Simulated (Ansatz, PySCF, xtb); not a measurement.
Homolysis of single bonds, series SiF3-X. All species are isolated molecules in the gas phase. One relaxed conformer stands for each flexible species; it need not be the lowest. Strings in code marks are SMILES.

Quantity: homolytic bond dissociation enthalpy at 298 K (no spin–orbit term), in kJ/mol. Enthalpy corrections at 298 K come from GFN2-xTB frequencies (xtb).

Level 1: B3LYP/LANL2DZ // r2SCAN-D4/def2-TZVP (PySCF)
Level 2: PBE/6-31G* // r2SCAN-D4/def2-TZVP (PySCF)
Level 3: frozen-core MP2/6-31G* // r2SCAN-D4/def2-TZVP (PySCF)
Level 4: HF/def2-TZVPP // r2SCAN-D4/def2-TZVP (Ansatz, a program for electronic structure)

| species | level 1 | level 2 | level 3 | level 4 |
|---|---|---|---|---|
| Si–S bond of `F[Si](F)(F)S`, giving `F[Si](F)F` and `[SH]` | 262.8 | 394.6 | 386.3 | 295.4 |
| Si–Se bond of `F[Si](F)(F)[SeH]`, giving `F[Si](F)F` and `[SeH]` | 244.7 | 361.2 | 352.5 | 254.5 |
| Si–Br bond of `F[Si](F)(F)Br`, giving `F[Si](F)F` and `[Br]` | 262.7 | 422.3 | 416.2 | 319.3 |
